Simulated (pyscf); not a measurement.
# Routes from H₂N–GaH₂ + hydrogen chloride (HCl)

Candidate steps break at most two bonds and form at most two. Each was searched with GFN2-xTB (tblite) first. Structures and frequencies: ωB97X-D3(BJ)/def2-SVP in PySCF. Energies: ωB97M-D3(BJ)/def2-TZVP, kcal/mol, from the separated reactants, singlet surface; ΔG‡ with ideal gas, 1 atm, RRHO with modes under 100 cm⁻¹ raised to 100, one conformer, R ln 2 for chiral ones without a mode under 150 cm⁻¹.

```
products                         type   ΔE‡     ΔE  ΔG‡ 298 K  ΔG‡ 900 K  ν‡ (cm⁻¹)
---------------  --------------------  ----  -----  ---------  ---------  ---------
H₂N–GaH–Cl + H₂  four-centre exchange  10.0  -24.9       18.6       37.5       996i
H₂N–GaH₂ + HCl   four-centre exchange  83.5    0.0       90.0      107.5       857i
```

Row 2: On the reactant side the descent ends in a complex (not fully relaxed), 4.3 kcal/mol under the separated species and 87.3 kcal/mol under the saddle at ωB97X-D3(BJ)/def2-TZVP. 

Plain bond fissions and candidates not yet searched are not listed, and one of them may be faster. Each barrier is that of the saddle found; lower ones may exist. Elements up to Kr have no core potential and no relativistic terms here.
